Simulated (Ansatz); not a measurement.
**How far each method lies from full CI for SbH, singlet**

Geometry: a point of a stretch scan, not a stationary point.

```xyz
2

Sb    0.0000    0.0000    0.0000
H     0.0000    0.0000    1.8380
```

Basis def2-SVP with its core potentials; Ansatz 0.2.0. Correlated methods freeze the noble-gas cores and the filled d shells of p-block atoms, which leaves 6 electrons in 22 orbitals. R marks a restricted (for open shells ROHF) determinant, U an unrestricted one. Active spaces: pair = (2e, 2o) about the gap; valence = (6e, 5o) chosen from the atoms' valence shells. No spin–orbit coupling is included; scalar relativity enters through the core potentials alone.

Full CI is exact within this basis and frozen core; it isn't the basis-set limit. The frozen core follows each run's orbitals, which can shift R against U totals by a few meV for light atoms and by up to 0.1 eV past Ca.

The determinant fills πx and πy unequally, so it is a mixture of Σ and Δ, which weighs on every level built on one determinant.

RHF is unstable: UHF (⟨S²⟩ = 1.02) lies 1.29 eV below the lowest RHF solution. Higher spins weren't run at this geometry and may lie near or lower.

- UHF ⟨S²⟩: 1.022
- T1 diagnostic (RCCSD): 0.0114
- largest doubles amplitude (RCCSD): 0.441

| level | E − E(full CI) (kcal/mol) | share of correlation (%) | wall time |
| --- | --- | --- | --- |
| RHF | 70.52 | 0.00 | – |
| RMP2 | 23.52 | 66.65 | – |
| CISD | 10.58 | 84.99 | 0.54 s |
| RCCSD | 6.01 | 91.47 | – |
| RCCSD(T) | 2.77 | 96.07 | 0.69 s |
| BCCD(T) | 2.83 | 95.98 | 0.6 s |
| RCCSDT* | 0.14 | 99.80 | – |
| CISDTQ | 0.41 | 99.42 | 1.2 s |
| RCCSDT(Q)* | -0.05 | 100.07 | 1.1 s |
| RCCSDTQ* | 0.00 | 100.00 | 6 s |
| CASSCF (valence space) | 45.65 | 35.27 | – |
| NEVPT2 (valence space) | 11.25 | 84.05 | 0.66 s |
| MRCISD (valence space) | 1.66 | 97.64 | – |
| MRCISD+Q (valence space) | -0.62 | 100.89 | 0.99 s |

An asterisk marks runs whose energy the program itself flagged as in doubt.

The correlation energy at full CI, counted from RHF, is -3.058 eV. That run took 2.9 s on 1 thread of Arm Neoverse V1, shared host over 594,800 determinants.

Run but not shown, since their state, orbitals or frozen core can't be matched to the reference's or they repeat it: UHF, UMP2, UCCSD, UCCSD(T), UCCSDT, UCCSDT(Q), CASSCF (pair space), NEVPT2 (pair space), MRCISD (pair space), MRCISD+Q (pair space).

Times hold each run's SCF and search for its determinant on a shared host, so for small cases they say little of a method's own cost; they ran on 1 thread of Arm Neoverse V1. Some runs computed forces too.

Not variational, and here over 5 meV under the exact energy: MRCISD+Q (valence space).

Unrestricted levels hold only the spin's projection, and here they fall towards a lower state of higher spin.

The full-CI state has the irrep A1 of C2v, in the program's axes (one component, if the state is degenerate).

Natural occupations of full CI about the gap: 1.961 1.928 1.010 0.968 0.055 0.019 0.011 0.011 0.008 0.006; effectively unpaired electrons, Σ n²(2−n)², 2.04. No single determinant describes this state well, so single-reference rows can miss without a flag.
